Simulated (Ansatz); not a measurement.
Process, species as SMILES: CCCC=O + 3 C (CH4) → C=O (CH2O) + 3 CC (C2H6) [ethane]

Property: bond separation energy (electronic), in kcal/mol. Set-up: valence correlation only; six Cartesian d functions in 6-31G* and its kin unless marked 5d; LANL2DZ all-electron up to Ne; 6-311+G** with 5d; spin-orbit terms left out; non-relativistic. CBS(X,Y): correlation extrapolated as X^-3; Hartree-Fock from the larger set. The bracket is a focal-point correction in the basis named. First-principles rows: single points at B3LYP-D3(BJ) geometries (Ansatz, a program for electronic structure).

Coupled cluster (Ansatz) is a level with limits of its own, used here on species with T1 under 0.025 (0.045 for open shells) and stable references: RI-MP2/CBS(cc-pVTZ,cc-pVQZ)+[CCSD(T)-MP2]/cc-pVTZ.

Value to compare with, RI-MP2/CBS(cc-pVTZ,cc-pVQZ)+[CCSD(T)-MP2]/cc-pVTZ (Ansatz): 15.1 kcal/mol.

| level | program | bond separation energy (electronic) (kcal/mol) | difference |
|---|---|---|---|
| HF/STO-3G | Ansatz | 8.1 | -7.0 |
| HF/3-21G | Ansatz | 15.3 | 0.2 |
| HF/LANL2DZ | Ansatz | 14.1 | -1.0 |
| HF/6-31G* | Ansatz | 12.5 | -2.6 |
| HF/6-311+G** | Ansatz | 12.3 | -2.8 |

Among the 5 habitual levels, HF/STO-3G lies farthest from RI-MP2/CBS(cc-pVTZ,cc-pVQZ)+[CCSD(T)-MP2]/cc-pVTZ (Ansatz) (-7.0 kcal/mol) and HF/3-21G nearest (0.2); 1 of 5 lie above it, and their mean absolute difference is 2.7 kcal/mol, the median 2.6. One case shows no general order.

The sets are all those run for this method; left out are runs that failed, that the program found above a lower state of the same kind, or whose <S^2> lies over 0.5 above the pure value.
